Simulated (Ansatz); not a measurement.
The input, for Ansatz 0.2.0:

```yaml
crystal:
  periodic: [false, false, false]
  atoms:
    - {symbol: W, position_ang: [0.000000, 0.000000, 1.694718]}
    - {symbol: C, position_ang: [0.000000, 0.000000, -0.282953]}
    - {symbol: O, position_ang: [0.000000, 0.000000, -1.411765]}
basis:
  gaussian: {orbitals: def2-SVP}
total_charge: 1
magnetization: {spin_polarized: false, initial_magnetization: 3}
correlation: {active_space: {ras: {orbitals: [6, 3, 45], electrons: 15, max_holes: 2, max_particles: 2}, fixed_orbitals: true}}
```

```sh
$ ansatz run in.yaml --threads 1 --pin off --events-out ev --progress --plain --max-ram 4096MiB --backend cpu
```

Task: Roughly how long does this take on 1 thread of AMD EPYC 7R13, shared host, and how much host memory?

Result: 66 s wall and 0.23 GiB.

```
591 factors; integrals over basis functions are off by at most 8.8e-4 eV
mean field evaluation 1: about -4841.9770 eV, gradient 7.7e1 eV
mean field evaluation 2: about -4842.1456 eV, gradient 7.6e1 eV
mean field evaluation 4: about -4858.6146 eV, gradient 2.9e1 eV
mean field evaluation 8: about -4862.2666 eV, gradient 1.3e0 eV
mean field evaluation 16: about -4862.2954 eV, gradient 3.2e-5 eV
mean field evaluation 32: about -4862.5026 eV, gradient 1.4e-6 eV
mean field evaluation 64: about -4862.5023 eV, gradient 1.8e-1 eV
mean field evaluation 96: about -4862.2113 eV, gradient 2.5e0 eV
mean field evaluation 128: about -4862.4902 eV, gradient 1.4e0 eV
mean field evaluation 160: about -4861.6968 eV, gradient 4.1e0 eV
mean field evaluation 192: about -4862.4993 eV, gradient 2.6e-1 eV
mean field evaluation 224: about -4857.3101 eV, gradient 3.4e0 eV
mean field evaluation 256: about -4861.0918 eV, gradient 1.3e0 eV
mean field evaluation 288: about -4861.6460 eV, gradient 1.1e-2 eV
mean field evaluation 320: about -4861.9950 eV, gradient 1.6e0 eV
mean field -4862.50262048 eV, -178.6936753798 hartree, gradient 1.1e-6 eV, S^2 3.750000; 20 other end points of the search recorded, 0 dependent functions left out
reference -4862.50262048 eV, -178.6936753798 hartree; 15, 12 occupied and 45, 48 virtual orbitals, 591 factors
state -4871.95572414 eV, -179.0410705321 hartree
Total energy: -4871.95572414 eV, -179.0410705321 hartree
```

Natural occupations: 1.9876 1.9765 1.9665 1.9661 1.9590 1.9577 0.9939 0.9924 0.9916 0.0452 0.0391 0.0191 0.0145 0.0081 0.0077 0.0055 0.0053 0.0052 0.0050 0.0045 0.0044 0.0042 0.0040 0.0034.
